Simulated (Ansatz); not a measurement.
Mulliken charges of `F[C@@H]1C=C[C@H]1F` from r2SCAN/def2-TZVPP in Ansatz (PBE0-D4/def2-TZVP geometry).

| atom | x (Å) | y (Å) | z (Å) | charge (e) |
| --- | --- | --- | --- | --- |
| F1 | -0.888 | -0.220 | 1.893 | -0.239 |
| C2 | -0.773 | -0.087 | 0.530 | 0.235 |
| C3 | 0.002 | -1.148 | -0.195 | -0.141 |
| C4 | 0.836 | -0.276 | -0.765 | -0.141 |
| C5 | 0.316 | 0.891 | 0.023 | 0.235 |
| F6 | -0.125 | 1.979 | -0.690 | -0.239 |
| H7 | -1.762 | 0.138 | 0.123 | 0.038 |
| H8 | -0.106 | -2.224 | -0.230 | 0.108 |
| H9 | 1.615 | -0.352 | -1.513 | 0.108 |
| H10 | 0.967 | 1.247 | 0.826 | 0.038 |

Question: By hand: the dipole of these point charges (1 e Å = 4.8032 D).

Answer: Σ q r = (0.149, -0.256, -0.174) e Å, of length 0.344 e Å = 1.65 D.

Question: How does the dipole of the full density compare? (An estimate is asked.)

Answer: Computed: (0.172, -0.297, -0.202) e Å, 1.91 D; the point charges give 0.86 times that, at 0° from its direction.

Point charges leave out the atoms' own dipoles, such as those of lone pairs, and Mulliken's split depends on the basis, so the close match here is no proof of good charges.
